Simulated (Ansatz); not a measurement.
# B₂H₂ (singlet): wave-function methods side by side at scale of all distances = 1.489, 6-31G

Aim: climb from Hartree-Fock through coupled cluster and multireference methods for B₂H₂ (singlet) at one geometry and basis, and see what each rung misses.

The runs use Ansatz 0.2.0, Gaussian basis; 6-31G, core rule «outside noble gas», up to 2 orbitals frozen.

To be run: UHF; CCSD(T) on RHF; CCSD(T) on UHF; BCCD(T) on RHF; CISD; CCSDT(Q) on RHF; CCSDT(Q) on UHF; CISDTQ; CCSDTQ on RHF; CASSCF and MRCISD+Q, 2 electrons in 2 orbitals; CASSCF and NEVPT2, 2 electrons in 2 orbitals; CASSCF and MRCISD+Q, 8 electrons in 10 orbitals; CASSCF and NEVPT4(SD), 8 electrons in 10 orbitals; CASSCF and NEVPT2, 8 electrons in 10 orbitals; Full CI.

12 further runs of the same task are left out: 10 that didn't finish, 2 set aside as unsound or not needed.

### Step 1. The system

The geometry derives from a PBE0/def2-TZVP stationary point (not a proven minimum). All distances are scaled together.

4 atoms, charge 0, spin multiplicity 1.

Atoms are counted from 1 here; the program's logs count them from 0.

No contacts short enough for the rule that draws bonds.

### Step 2. UHF

in.yaml

```yaml
crystal:
  periodic: [false, false, false]
  atoms:
    - {symbol: B, position_ang: [0.000000, 0.000000, 1.135392]}
    - {symbol: B, position_ang: [0.000000, 0.000000, -1.135392]}
    - {symbol: H, position_ang: [0.000000, 0.000000, 2.886060]}
    - {symbol: H, position_ang: [0.000000, 0.000000, -2.886060]}
basis:
  gaussian: {orbitals: 6-31G}
magnetization: {spin_polarized: true, initial_magnetization: 0}
hamiltonian: {xc: hf}
output: {orbitals: {seedname: orbitals}}
```

Command:

```console
$ ansatz run in.yaml --threads 1 --pin off --events-out ev --progress --plain --max-ram 2393MiB
```

After this run come: CCSD(T) on RHF; CCSD(T) on UHF; BCCD(T) on RHF; CISD; CCSDT(Q) on RHF; CCSDT(Q) on UHF; CISDTQ; CCSDTQ on RHF; CASSCF and MRCISD+Q, 2 electrons in 2 orbitals; CASSCF and NEVPT2, 2 electrons in 2 orbitals; CASSCF and MRCISD+Q, 8 electrons in 10 orbitals; CASSCF and NEVPT4(SD), 8 electrons in 10 orbitals; CASSCF and NEVPT2, 8 electrons in 10 orbitals; Full CI.

Q: Predict the results of all the runs planned. Wanted: FCI below the RHF energy; RMP2 from FCI; RCCSD from FCI; RCCSD(T) from FCI; RCCSDT(Q) from FCI; T1 diagnostic; effectively unpaired electrons.

The runs gave:

| quantity | value |
| --- | --- |
| FCI below the RHF energy | -5.4987 eV |
| RMP2 from FCI | +178.7 kJ/mol |
| RCCSD from FCI | +43.0 kJ/mol |
| RCCSD(T) from FCI | +10.6 kJ/mol |
| RCCSDT(Q) from FCI | +3.1 kJ/mol |
| levels within 1 kcal/mol (43 meV) | RCCSDT(Q), RCCSDTQ |
| T1 diagnostic | 0.028 |
| effectively unpaired electrons | 2.49 |

In words: RCCSD(T) misses by +10.6 kJ/mol, 2.0 % of the correlation energy. With 2.5 effectively unpaired electrons against 0 the state is strongly multireference. Coupled cluster on one determinant still stays close here. Coupled cluster took another determinant than the lowest Hartree-Fock one. These misses are within one basis, not against nature.
